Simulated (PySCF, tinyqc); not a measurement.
CISD on RHF in the sto-3g basis, frozen core, for OH-, spin multiplicity 1, step by step. The basis has no diffuse functions, so it cannot describe the extra electron: this is an exercise in the method, not the real anion. The lowest restricted solution is unstable here: a spin-polarised one lies 0.0120 hartree lower (PySCF). Computed by tinyqc, a small Python program that keeps every step (integrals from PySCF). Settings: charge = -1, multiplicity = 1, basis = sto-3g, method = RHF, frozen orbitals = 1, energy threshold = 1e-10, iteration cap = 85, orthogonalisation = canonical, start = core, DIIS depth = 6, ci = CISD. Command: `OMP_NUM_THREADS=1 python tinyqc.py 25820 25821 out.jsonl` (the two numbers bound the seeds that draw the settings). One thread of a shared host (Intel(R) Xeon(R) Processor @ 2.60GHz), about 0.2 s of CPU time with the checks. The early iterations of the SCF are left out here.

## One-electron integrals

Geometry (angstrom):
```
atom,x,y,z
O,0.000000,0.000000,0.000000
H,0.000000,0.000000,1.688000
```

Basis sto-3g: exponents (1/bohr^2) and contraction coefficients of normalised primitives:
```
element,l (shell),exponent,coefficient
O,s (1),130.709320,0.154329
O,s (1),23.808861,0.535328
O,s (1),6.443608,0.444635
O,s (2),5.033151,-0.099967
O,s (2),1.169596,0.399513
O,s (2),0.380389,0.700115
O,p (3),5.033151,0.155916
O,p (3),1.169596,0.607684
O,p (3),0.380389,0.391957
H,s (1),3.425251,0.154329
H,s (1),0.623914,0.535328
H,s (1),0.168855,0.444635
```

Overlap, kinetic and nuclear-attraction integrals over the contracted functions; the nuclear repulsion is the sum of Za Zb / Rab.

nuclear repulsion = 2.50794887 hartree

overlap S, lower triangle:
```
,1O 1s,1O 2s,1O 2px,1O 2py,1O 2pz,2H 1s
1O 1s,1.000000
1O 2s,0.236704,1.000000
1O 2px,0.000000,0.000000,1.000000
1O 2py,0.000000,0.000000,0.000000,1.000000
1O 2pz,0.000000,0.000000,0.000000,0.000000,1.000000
2H 1s,0.010184,0.140568,0.000000,0.000000,0.145671,1.000000
```

kinetic energy T (hartree), lower triangle:
```
,1O 1s,1O 2s,1O 2px,1O 2py,1O 2pz,2H 1s
1O 1s,29.003200
1O 2s,-0.168011,0.808128
1O 2px,0.000000,0.000000,2.528731
1O 2py,0.000000,0.000000,0.000000,2.528731
1O 2pz,0.000000,0.000000,0.000000,0.000000,2.528731
2H 1s,-0.002760,-0.016206,0.000000,0.000000,0.009231,0.760032
```

nuclear attraction V (hartree), lower triangle:
```
,1O 1s,1O 2s,1O 2px,1O 2py,1O 2pz,2H 1s
1O 1s,-60.931949
1O 2s,-7.257285,-9.365399
1O 2px,0.000000,0.000000,-9.283796
1O 2py,0.000000,0.000000,0.000000,-9.283796
1O 2pz,-0.004992,-0.062982,0.000000,0.000000,-9.311176
2H 1s,-0.319626,-0.877179,0.000000,0.000000,-0.768755,-3.730170
```

core Hamiltonian H = T + V (hartree), lower triangle:
```
,1O 1s,1O 2s,1O 2px,1O 2py,1O 2pz,2H 1s
1O 1s,-31.928749
1O 2s,-7.425296,-8.557272
1O 2px,0.000000,0.000000,-6.755064
1O 2py,0.000000,0.000000,0.000000,-6.755064
1O 2pz,-0.004992,-0.062982,0.000000,0.000000,-6.782445
2H 1s,-0.322386,-0.893385,0.000000,0.000000,-0.759524,-2.970138
```

## Two-electron integrals

Functions are numbered as in S; the eight-fold symmetry (ij|kl) = (ji|kl) = (kl|ij) leaves the list below.

Two-electron integrals (ij|kl) in chemists' order, unique and non-zero (hartree):
```
i,j,k,l,(ij|kl)
1,1,1,1,4.785065
2,1,1,1,0.741380
2,1,2,1,0.136873
2,2,1,1,1.118947
2,2,2,1,0.256633
2,2,2,2,0.817206
3,1,3,1,0.024477
3,2,3,1,0.037809
3,2,3,2,0.180518
3,3,1,1,1.115814
3,3,2,1,0.256684
3,3,2,2,0.817023
3,3,3,3,0.880159
4,1,4,1,0.024477
4,2,4,1,0.037809
4,2,4,2,0.180518
4,3,4,3,0.047444
4,4,1,1,1.115814
4,4,2,1,0.256684
4,4,2,2,0.817023
4,4,3,3,0.785270
4,4,4,4,0.880159
5,1,5,1,0.024477
5,2,5,1,0.037809
5,2,5,2,0.180518
5,3,5,3,0.047444
5,4,5,4,0.047444
5,5,1,1,1.115814
5,5,2,1,0.256684
5,5,2,2,0.817023
5,5,3,3,0.785270
5,5,4,4,0.785270
5,5,5,5,0.880159
6,1,1,1,0.032266
6,1,2,1,0.005912
6,1,2,2,0.011032
6,1,3,3,0.011017
6,1,4,4,0.011017
6,1,5,1,0.000249
6,1,5,2,0.000474
6,1,5,5,0.011065
6,1,6,1,0.000258
6,2,1,1,0.099921
6,2,2,1,0.023300
6,2,2,2,0.085223
6,2,3,3,0.083766
6,2,4,4,0.083766
6,2,5,1,0.001698
6,2,5,2,0.014563
6,2,5,5,0.088051
6,2,6,1,0.001025
6,2,6,2,0.012456
6,3,3,1,0.002154
6,3,3,2,0.013558
6,3,5,3,0.002856
6,3,6,3,0.001574
6,4,4,1,0.002154
6,4,4,2,0.013558
6,4,5,4,0.002856
6,4,6,4,0.001574
6,5,1,1,0.083657
6,5,2,1,0.019726
6,5,2,2,0.077169
6,5,3,3,0.074097
6,5,4,4,0.074097
6,5,5,1,0.003285
6,5,5,2,0.024931
6,5,5,5,0.083225
6,5,6,1,0.000893
6,5,6,2,0.013745
6,5,6,5,0.016567
6,6,1,1,0.312918
6,6,2,1,0.074053
6,6,2,2,0.311619
6,6,3,3,0.303461
6,6,4,4,0.303461
6,6,5,1,0.004905
6,6,5,2,0.060470
6,6,5,5,0.327794
6,6,6,1,0.003256
6,6,6,2,0.065266
6,6,6,5,0.083489
6,6,6,6,0.774606
```

## Orthogonalisation

S = U s U^T; canonical form X = U s^(-1/2), so that X^T S X = 1. Each column of U has its largest component positive (the first on a tie).

eigenvalues of S: 0.717480  0.874974  1.000000  1.000000  1.115094  1.292452

X:
```
,1,2,3,4,5,6
1O 1s,-0.651722,0.478973,0.000000,0.000000,-0.411147,0.486600
1O 2s,0.799813,-0.226976,0.000000,0.000000,-0.221885,0.584167
1O 2px,0.000000,0.000000,0.998956,0.045677,0.000000,0.000000
1O 2py,0.000000,0.000000,-0.045677,0.998956,0.000000,0.000000
1O 2pz,0.262992,0.704511,0.000000,0.000000,0.646326,0.197233
2H 1s,-0.510057,-0.604667,0.000000,0.000000,0.510659,0.395969
```

Within a degenerate level the vectors are fixed only up to a rotation; this is one choice.

## Iteration 9 (converged): orbitals

converged F (hartree), lower triangle:
```
,1O 1s,1O 2s,1O 2px,1O 2py,1O 2pz,2H 1s
1O 1s,-19.652547
1O 2s,-5.026097,-1.895996
1O 2px,0.000000,0.000000,0.083022
1O 2py,0.000000,0.000000,0.000000,0.083022
1O 2pz,-0.007771,0.039890,0.000000,0.000000,0.570027
2H 1s,-0.221668,-0.212699,0.000000,0.000000,-0.181408,0.191407
```

Diagonalise F' = X^T F X, C = X C', fill 5 alpha and 5 beta electrons from the bottom; D = 2 C_occ C_occ^T. Each column has its largest component positive (the first on a tie).

F' = X^T F X (hartree), lower triangle:
```
,1,2,3,4,5,6
1,-4.136857
2,4.136365,-2.953967
3,0.000000,0.000000,0.083022
4,0.000000,0.000000,0.000000,0.083022
5,-3.982292,3.920413,0.000000,0.000000,-4.030224
6,5.414853,-5.047115,0.000000,0.000000,5.921765,-8.309998
```

orbital energies (hartree): MO1 -19.660413, MO2 -0.653054, MO3 0.083022, MO4 0.083022, MO5 0.133946, MO6 0.748476

coefficients C:
```
,MO1,MO2,MO3,MO4,MO5,MO6
1O 1s,0.994817,-0.261077,0.000000,0.000000,0.036158,-0.029158
1O 2s,0.021099,1.014930,0.000000,0.000000,-0.179976,0.137054
1O 2px,0.000000,0.000000,0.893337,0.449388,0.000000,0.000000
1O 2py,0.000000,0.000000,-0.449388,0.893337,0.000000,0.000000
1O 2pz,0.000568,-0.029412,0.000000,0.000000,0.412989,0.922342
2H 1s,-0.001713,0.075825,0.000000,0.000000,0.859233,-0.547094
```

D after iteration 9, lower triangle:
```
,1O 1s,1O 2s,1O 2px,1O 2py,1O 2pz,2H 1s
1O 1s,2.118257
1O 2s,-0.500984,2.125839
1O 2px,0.000000,0.000000,2.000000
1O 2py,0.000000,0.000000,0.000000,2.000000
1O 2pz,0.046353,-0.208334,0.000000,0.000000,0.342851
2H 1s,0.019134,-0.155440,0.000000,0.000000,0.705245,1.488067
```

Within a degenerate level the vectors are fixed only up to a rotation; this is one choice.

## Convergence

Stop when the energy changes by less than 1e-10 hartree and every element of the error matrix X^T (F D S - S D F) X is below 3e-06.

Course of the cycle:
```
iteration,E (hartree),change,largest element of the error matrix
1,-72.88250645,-,1.93e-01
2,-73.85051415,-9.68e-01,2.05e-01
3,-73.92092987,-7.04e-02,1.38e-01
4,-73.95873261,-3.78e-02,8.41e-02
5,-73.96938821,-1.07e-02,3.00e-02
6,-73.97066016,-1.27e-03,1.17e-04
7,-73.97066019,-2.43e-08,5.58e-05
8,-73.97066019,-4.31e-09,6.65e-07
9,-73.97066019,-7.11e-13,9.84e-10
```

PySCF RHF in the same basis = -73.97066019 hartree

Converged in 9 iterations.

## Integrals over molecular orbitals

(pq|rs) = sum C_ip C_jq C_kr C_ls (ij|kl), one index at a time.

one-electron integrals over orbitals h = C^T H C (hartree), lower triangle:
```
,1,2,3,4,5,6
1,-31.912978
2,0.629443,-7.196581
3,0.000000,0.000000,-6.755064
4,0.000000,0.000000,0.000000,-6.755064
5,-0.083877,0.405752,0.000000,0.000000,-3.845443
6,0.068840,-0.322149,0.000000,0.000000,-1.620619,-5.912901
```

Two-electron integrals over orbitals (pq|rs), unique and non-zero (hartree); the lowest 1 orbital is frozen and left out:
```
p,q,r,s,(pq|rs)
2,2,2,2,0.780547
3,2,3,2,0.169620
3,3,2,2,0.796177
3,3,3,3,0.880159
4,2,4,2,0.169620
4,3,4,3,0.047444
4,4,2,2,0.796177
4,4,3,3,0.785270
4,4,4,4,0.880159
5,2,2,2,-0.057763
5,2,3,3,-0.058147
5,2,4,4,-0.058147
5,2,5,2,0.055767
5,3,3,2,-0.019336
5,3,5,3,0.012608
5,4,4,2,-0.019336
5,4,5,4,0.012608
5,5,2,2,0.421396
5,5,3,3,0.409922
5,5,4,4,0.409922
5,5,5,2,0.038439
5,5,5,5,0.614770
6,2,2,2,0.024099
6,2,3,3,0.033753
6,2,4,4,0.033753
6,2,5,2,0.068689
6,2,5,5,0.014909
6,2,6,2,0.130507
6,3,3,2,0.014634
6,3,5,3,0.017693
6,3,6,3,0.039095
6,4,4,2,0.014634
6,4,5,4,0.017693
6,4,6,4,0.039095
6,5,2,2,0.199177
6,5,3,3,0.197360
6,5,4,4,0.197360
6,5,5,2,-0.054779
6,5,5,5,-0.094701
6,5,6,2,-0.003732
6,5,6,5,0.177717
6,6,2,2,0.695264
6,6,3,3,0.686124
6,6,4,4,0.686124
6,6,5,2,-0.017190
6,6,5,5,0.504400
6,6,6,2,0.046565
6,6,6,5,0.131182
6,6,6,6,0.704293
```

## CISD: determinants and Hamiltonian

one-electron integrals dressed by the frozen orbital, h + 2 (pq|11) - (p1|1q) (hartree), lower triangle:
```
,2,3,4,5,6
2,-5.066093
3,0.000000,-4.550202
4,0.000000,0.000000,-4.550202
5,0.213241,0.000000,0.000000,-2.882318
6,-0.214440,0.000000,0.000000,-0.989018,-4.008935
```

energy of the frozen orbital, 2 h_11 + (11|11) = -59.07672779 hartree

Hartree-Fock energy = -73.97066019 hartree

Slater-Condon rules over spin orbitals, with the nuclear repulsion and the energy of the frozen orbital added and E(HF) subtracted on the diagonal. Only determinants linked to the reference directly or through others are kept (one block of an abelian symmetry group), so some states are absent.

Occupation strings over the orbitals (2 doubly, a alpha, b beta, 0 empty; spin orbitals ordered 1a 1b 2a 2b ...): 222220 2222ab 2a222b 2222ba 2b222a 222202 2a22b2 222022 220222 2b22a2 202222

H - E(HF) between determinants (hartree), lower triangle:
```
,222220,2222ab,2a222b,2222ba,2b222a,222202,2a22b2,222022,220222,2b22a2,202222
222220,0.000000
2222ab,0.000000,0.287847
2a222b,0.000000,0.013457,0.836773
2222ba,0.000000,-0.177717,0.003732,0.287847
2b222a,0.000000,0.003732,-0.130507,0.013457,0.836773
222202,0.177717,0.225883,0.054779,-0.225883,-0.054779,0.885958
2a22b2,0.003732,-0.054779,0.067995,0.031656,-0.068689,-0.069087,1.050645
222022,0.039095,-0.017693,-0.014634,0.017693,0.014634,0.012608,0.019336,0.249056
220222,0.039095,-0.017693,-0.014634,0.017693,0.014634,0.012608,0.019336,0.047444,0.249056
2b22a2,-0.003732,0.031656,-0.068689,-0.054779,0.067995,0.069087,-0.055767,-0.019336,-0.019336,1.050645
202222,0.130507,-0.068689,0.022465,0.068689,-0.022465,0.055767,0.027116,0.169620,0.169620,-0.027116,1.767858
```

## CISD: roots

Diagonalise (each vector has its largest component positive (the first on a tie)); all determinants have Ms = 0, so triplets appear too. The lowest singlet root is the correlation energy.

lowest roots of this matrix, relative to E(HF) (hartree): -0.052293  0.109033  0.201611  0.243207  0.312228  0.706755  0.822523  0.995487

lowest vectors:
```
,root 1,root 2,root 3,root 4
222220,0.961936,0.000000,0.000000,-0.016898
2222ab,0.084426,0.706575,0.000000,0.280028
2a222b,0.011120,-0.020316,0.000000,0.045366
2222ba,-0.084426,0.706575,0.000000,-0.280028
2b222a,-0.011120,-0.020316,0.000000,-0.045366
222202,-0.220927,0.000000,0.000000,-0.219864
2a22b2,-0.007990,0.018428,0.000000,-0.021331
222022,-0.068489,0.000000,0.707107,0.623922
220222,-0.068489,0.000000,-0.707107,0.623922
2b22a2,0.007990,0.018428,0.000000,0.021331
202222,-0.043102,0.000000,0.000000,-0.104682
```

<S^2> of these roots: 0.000000  2.000000  0.000000  0.000000  0.000000  2.000000  0.000000  2.000000

weight of the ground state by excitation level 0, 1, 2, ...: 0.925321  0.014503  0.060176

With one virtual orbital singles and doubles already span the full space.
